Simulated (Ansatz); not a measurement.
Program: Ansatz 0.2.0.

C3H7FS, SMILES `CCC(F)S` at its PBE0-D4/def2-TZVP geometry, where that method's forces vanish. The species carries charge 0 and has multiplicity 1.

```csv
atom,x (Å),y (Å),z (Å)
C1,-0.4937,0.0553,1.3483
C2,0.5149,0.3839,0.2641
C3,-0.0373,0.2615,-1.1384
F4,0.8969,0.7709,-2.0221
S5,-0.5250,-1.4018,-1.6226
H6,-0.8315,-0.9798,1.2764
H7,-1.3750,0.6985,1.2761
H8,-0.0551,0.2047,2.3364
H9,1.3986,-0.2574,0.3450
H10,0.8657,1.4152,0.3725
H11,-0.9494,0.8575,-1.2533
H12,0.5908,-2.0086,-1.1826
```

(1) For each bond, give half the difference of the two atoms' forces along it (eV/Å; positive pushes the atoms apart) under PBE-D4, r2SCAN-D4, B3LYP-D4, ωB97M-V in def2-TZVPP. (An estimate is asked.)

## Answers

(1) The calculation gave: 
```tsv
bond	length (Å)	PBE-D4	r2SCAN-D4	B3LYP-D4	ωB97M-V
C1–C2	1.517	-0.01	0.12	0.20	0.19
C1–H6	1.091	0.11	-0.04	-0.08	-0.09
C1–H7	1.093	0.11	-0.03	-0.06	-0.07
C1–H8	1.091	0.09	-0.04	-0.08	-0.08
C2–C3	1.512	-0.06	0.00	0.04	0.07
C2–H9	1.095	0.11	-0.05	-0.10	-0.10
C2–H10	1.095	0.12	-0.04	-0.12	-0.13
C3–F4	1.383	0.55	0.34	0.37	0.24
C3–S5	1.800	0.14	0.11	0.17	0.00
C3–H11	1.096	0.10	-0.09	-0.20	-0.17
S5–H12	1.344	0.27	0.02	-0.02	-0.10
```

B3LYP here is the variant with VWN-RPA as its local correlation; programs differ in this.
